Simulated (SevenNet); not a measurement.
## Rhombohedral A7 Bi

Computed with the machine-learned potential SevenNet-l3i5 (trained on PBE and PBE+U data).

Cell: relaxed at this level.

| Item | Result |
|---|---|
| lattice constant a | 4.590 Å |
| lattice parameter c | 12.134 Å |
| equilibrium volume per atom | 36.90 Å³/atom |

Measured, for comparison: lattice constant a 4.533 Å, lattice parameter c 11.796 Å (low temperature, zero-point motion not removed, hexagonal setting; as tabulated in Arnaud et al. (2016), arXiv:1602.08959). Computed (rounded) less measured: lattice constant a +1.3 %, lattice parameter c +2.9 %.

A machine-learned potential is trained on density-functional data: it inherits that level's misses and adds fitting errors of its own.
